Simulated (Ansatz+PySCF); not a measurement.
Values are calculated unless marked as measured or tabulated.
Input for PySCF 2.14.0:

```python
from pyscf import gto, scf, cc

mol = gto.M(atom="""
Li 0.000000 0.000000 0.000000
F 0.000000 0.000000 3.800000
""", basis='6-31g', charge=0, spin=0)
mf = scf.UHF(mol)
mf.kernel()
mycc = cc.CCSD(mf, frozen=2).run()
et = mycc.ccsd_t()
print(mf.e_tot, mycc.e_corr, et, mycc.e_tot + et)
```

The script is written out from the run's settings.

Output:

```
Converged                       : yes
Reference energy                : -106.74263 hartree
CCSD correlation energy         : -0.14265 hartree
Triples correction              : -0.01868 hartree
Total energy                    : -106.90397 hartree
Spin squared of the determinant : 0.000
```

The reference isn't the lowest determinant (another lies 1.37 eV lower), but the same method gives a higher total on the lower determinant. Caution: large amplitudes, a single reference is doubtful.
